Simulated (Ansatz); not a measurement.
# Molecular dynamics, step by step

SiH6S (SMILES S.[SiH4]), singlet, HF/def2-SVP (Ansatz 0.2.0). Settings (timestep in fs, temperature in K; T counts 18 degrees of freedom):

```yaml
hamiltonian: {xc: hf}
md: {n_steps: 80, timestep: 0.5, temperature: 100, ensemble: nve, seed: 934, initial_velocities: maxwell_boltzmann}
```

Start (the SMILES describes the start alone):

```tsv
atom	x (Å)	y (Å)	z (Å)
S1	-0.2370	-0.7983	-2.2150
H2	-0.8614	0.3719	-2.4152
H3	0.9733	-0.2420	-2.3741
Si4	0.0233	0.1287	1.3928
H5	-1.3431	-0.3956	1.1516
H6	1.0342	-0.9169	1.1001
H7	0.1436	0.5324	2.8196
H8	0.2669	1.3197	0.5401
```

```tsv
step	time (fs)	potential energy less the start (meV)	kinetic energy (meV)	T (K)
0	0.00	0.0	77.6	100
5	2.50	20.9	56.8	73
10	5.00	31.4	46.3	60
15	7.50	35.8	41.9	54
20	10.00	39.3	38.5	50
25	12.50	22.1	55.6	72
30	15.00	4.3	73.3	94
35	17.50	11.9	65.8	85
40	20.00	16.5	61.2	79
45	22.50	28.7	48.9	63
50	25.00	48.2	29.6	38
55	27.50	26.4	51.3	66
60	30.00	15.3	62.3	80
65	32.50	9.6	68.1	88
70	35.00	4.3	73.3	94
75	37.50	30.3	47.4	61
80	40.00	44.2	33.5	43
```

Step 10, positions (Å) and forces (eV/Å):

```tsv
atom	x	y	z	Fx	Fy	Fz
S1	-0.237	-0.799	-2.219	-0.050	0.172	-0.103
H2	-0.834	0.370	-2.468	-0.135	-0.092	0.021
H3	0.971	-0.269	-2.394	0.183	-0.094	0.000
Si4	0.027	0.131	1.396	-0.998	0.073	0.453
H5	-1.379	-0.358	1.205	0.412	-0.036	-0.031
H6	1.022	-0.899	1.119	0.264	-0.254	-0.246
H7	0.142	0.462	2.845	0.096	0.180	-0.147
H8	0.182	1.332	0.550	0.227	0.051	0.053
```

Step 45, positions (Å) and forces (eV/Å):

```json
{"atom": "S1", "x": "-0.238", "y": "-0.801", "z": "-2.237", "Fx": "0.084", "Fy": "0.105", "Fz": "-0.133"}
{"atom": "H2", "x": "-0.787", "y": "0.340", "z": "-2.663", "Fx": "0.011", "Fy": "-0.055", "Fz": "0.013"}
{"atom": "H3", "x": "1.014", "y": "-0.396", "z": "-2.481", "Fx": "-0.126", "Fy": "-0.054", "Fz": "0.041"}
{"atom": "Si4", "x": "0.016", "y": "0.137", "z": "1.428", "Fx": "0.806", "Fy": "0.067", "Fz": "-0.322"}
{"atom": "H5", "x": "-1.318", "y": "-0.441", "z": "1.255", "Fx": "-0.334", "Fy": "0.058", "Fz": "0.065"}
{"atom": "H6", "x": "1.017", "y": "-0.846", "z": "0.924", "Fx": "-0.077", "Fy": "0.070", "Fz": "0.269"}
{"atom": "H7", "x": "0.301", "y": "0.498", "z": "2.833", "Fx": "-0.111", "Fy": "-0.194", "Fz": "0.179"}
{"atom": "H8", "x": "0.226", "y": "1.389", "z": "0.664", "Fx": "-0.253", "Fy": "0.003", "Fz": "-0.112"}
```

Step 55, positions (Å) and forces (eV/Å):

```csv
atom,x,y,z,Fx,Fy,Fz
S1,-0.239,-0.803,-2.243,-0.063,0.326,-0.232
H2,-0.747,0.340,-2.726,-0.085,-0.206,0.093
H3,1.006,-0.411,-2.509,0.115,-0.124,0.062
Si4,0.017,0.139,1.438,0.693,0.012,-0.362
H5,-1.323,-0.448,1.277,-0.196,0.101,0.094
H6,1.017,-0.833,0.908,-0.101,0.091,0.268
H7,0.325,0.474,2.847,-0.127,-0.159,0.103
H8,0.197,1.399,0.672,-0.237,-0.041,-0.026
```

Last step (80):

S1  (-0.241, -0.802, -2.263)
H2  (-0.742, 0.281, -2.856)
H3  (1.034, -0.540, -2.530)
Si4  (0.025, 0.147, 1.457)
H5  (-1.338, -0.375, 1.394)
H6  (1.049, -0.837, 0.972)
H7  (0.291, 0.352, 2.896)
H8  (0.009, 1.417, 0.694)
(Å)

Hardware: 2 CPU threads of an Arm Neoverse N1, shared host. Wall time about 39 s.
